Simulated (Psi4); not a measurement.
Psi4 input (wB97X-D/6-311+G**):

```
memory 1500 MB

molecule {
0 2
C    -0.01039700    0.04948473    0.04581695
C     0.04562202    0.74152005    1.29268063
C    -0.01671205   -0.74121037    1.32473380
C     0.71188699    0.03234486   -1.25579947
C    -0.80282912    0.06363022   -1.21668527
H     0.72740551    1.45715498    1.72579549
H    -0.95012484   -1.21444087    1.61781362
H     0.87066798   -1.30201312    1.60781105
H     1.18804037   -0.89298083   -1.55656501
H     1.23209161    0.93132286   -1.56122286
H    -1.33361655   -0.83962603   -1.48896764
H    -1.29988894    0.98596608   -1.48914431
symmetry c1
no_reorient
no_com
}

set {
  basis 6-311+G**
  reference uks
  scf_type df
  df_basis_scf def2-universal-jkfit
  dft_radial_points 99
  dft_spherical_points 590
  e_convergence 1e-8
  d_convergence 1e-7
  maxiter 150
}

e = energy('wb97x-d')
print_out(f'\nFINAL {e:.10f} DIPOLE {variable("CURRENT DIPOLE")[0]:.6f} {variable("CURRENT DIPOLE")[1]:.6f} {variable("CURRENT DIPOLE")[2]:.6f}\n')
```

Predict the final energy.

-194.57647 Eh.
